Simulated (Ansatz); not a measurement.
# CHF3: the cost of one run

All numbers below are computed with Ansatz 0.2.0 (UHF/def2-mTZVP).

### Step 1. The structure to begin with

Bond lengths: C1–F2 1.297 Å, C1–F3 1.497 Å, C1–H4 1.179 Å. Angles: F2–C1–F3 101.8°, F2–C1–H4 110.4°, F3–C1–H4 48.4°.

Coordinates:

```xyz
5

C    -0.4895   -0.3175   -0.2768
F     0.1279   -1.3820    0.1323
F     0.6048    0.4201   -0.9828
H     0.1185    0.6489    0.0165
F    -0.3616    0.6306    1.1107
```

### Step 2. Run 1

150 steps of 0.5 fs at constant energy, with velocities drawn for 100 K.

input.yaml reads:

```yaml
crystal:
  periodic: [false, false, false]
  atoms:
    - { symbol: C, position_ang: [-0.4895, -0.3175, -0.2768] }
    - { symbol: F, position_ang: [0.1279, -1.382, 0.1323] }
    - { symbol: F, position_ang: [0.6048, 0.4201, -0.9828] }
    - { symbol: H, position_ang: [0.1185, 0.6489, 0.0165] }
    - { symbol: F, position_ang: [-0.3616, 0.6306, 1.1107] }
magnetization:
  spin_polarized: true
basis:
  gaussian: { orbitals: def2-mTZVP }
hamiltonian:
  xc: hf
md:
  timestep: 0.5
  n_steps: 150
  ensemble: nve
  temperature: 100.0
  initial_velocities: maxwell_boltzmann
  seed: 460518
```

Launch:

```
$ ansatz run input.yaml --threads 1 --pin off --max-ram 2048MiB --backend cpu --events-out ev --progress --plain --runs-dir out
```

Q: Estimate wall time and peak memory on 1 thread of Arm Neoverse V2, shared host.

About 3.4 min, with a peak of 0.15 GiB.
